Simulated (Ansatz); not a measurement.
**C2 (quintet): wave-function methods side by side, cc-pVDZ**

The task here is to estimate one member of a computed series from the others.

Method: cc-pVDZ, core rule «outside noble gas», up to 2 orbitals frozen; program: Ansatz 0.2.0, Gaussian basis.

To be run: UHF; CCSD(T) on ROHF; CCSD(T) on UHF; BCCD(T) on ROHF; CISD; CCSDT(Q) on ROHF; CCSDT(Q) on UHF; CISDTQ; CCSDTQ on ROHF; CCSDTQ on UHF; CASSCF and MRCISD+Q, 8 electrons in 8 orbitals; CASSCF and MRCISD+Q(relaxed), 8 electrons in 8 orbitals; CASSCF and NEVPT2, 8 electrons in 8 orbitals; Full CI; Full CI in the symmetry of the determinant.

9 further runs of the same task are left out: 2 for a known fault of the program, 1 that didn't finish, 6 set aside as unsound or not needed.

### The geometry

The geometry is a PBE0/def2-TZVP stationary point (not a proven minimum) of the parent state, kept for this charge and spin.

2 atoms, charge 0, spin multiplicity 5.

Atoms are counted from 1 here; the program's logs count them from 0.

Bond lengths: C1–C2 1.301 Å.

The first run:

The input, in.yaml:

```yaml
crystal:
  periodic: [false, false, false]
  atoms:
    - {symbol: C, position_ang: [0.000000, 0.000000, 0.000000]}
    - {symbol: C, position_ang: [0.000000, 0.000000, 1.301443]}
basis:
  gaussian: {orbitals: cc-pVDZ}
magnetization: {spin_polarized: true, initial_magnetization: 4}
hamiltonian: {xc: hf}
output: {orbitals: {seedname: orbitals}}
```

Launch:

```bash
$ ansatz run in.yaml --threads 1 --pin off --events-out ev --progress --plain --max-ram 2816MiB --backend cpu
```

Steps of the session up to this table: UHF; CCSD(T) on ROHF; CCSD(T) on UHF; BCCD(T) on ROHF; CISD; CCSDT(Q) on ROHF; CCSDT(Q) on UHF; CISDTQ; CCSDTQ on ROHF; CCSDTQ on UHF; CASSCF and MRCISD+Q, 8 electrons in 8 orbitals; CASSCF and MRCISD+Q(relaxed), 8 electrons in 8 orbitals; CASSCF and NEVPT2, 8 electrons in 8 orbitals; Full CI; Full CI in the symmetry of the determinant.

One of the session's tables, all rows but one given; the rest of the session is left out.

| method | from FCI (meV) |
| --- | --- |
| UMP2 | +1087.2 |
| UCCSD | +248.5 |
| UCCSD(T) | +64.1 |
| UCCSDT | +29.3 |
| UCCSDT(Q) | +15.7 |
| UCCSDTQ | +14.7 |
| CASSCF valence | +2846.9 |
| NEVPT2 valence | +646.5 |
| MRCISD valence | +143.5 |
| MRCISD+Q valence | ? |
| MRCISD+Q(relaxed) valence | -11.9 |
| FCI | 0 |

**Question.** Estimate the row for MRCISD+Q valence.

**Answer.** from FCI (meV): +30.8. In the column «from FCI (meV)» it lies between UCCSDT (+29.3) and UCCSD(T) (+64.1).

To keep in mind: The report flags that the cluster equations may have other roots. Left out of the table: ROHF, UHF, RMP2, CISD, RCCSD, RCCSD(T), BCCD(T), RCCSDT, CISDTQ, RCCSDT(Q), RCCSDTQ (another determinant or state than the rows shown). The program flags UCCSD(T), UCCSDT(Q), UCCSDTQ as in doubt, so those rows may rest on another solution; read them beside their warnings. MRCISD+Q(relaxed) valence falls below full CI: the +Q correction isn't variational, and the cores differ from full CI's. Levels on UHF freeze UHF's core orbitals, full CI those of ROHF, so the U rows can settle a little off it for that reason alone.
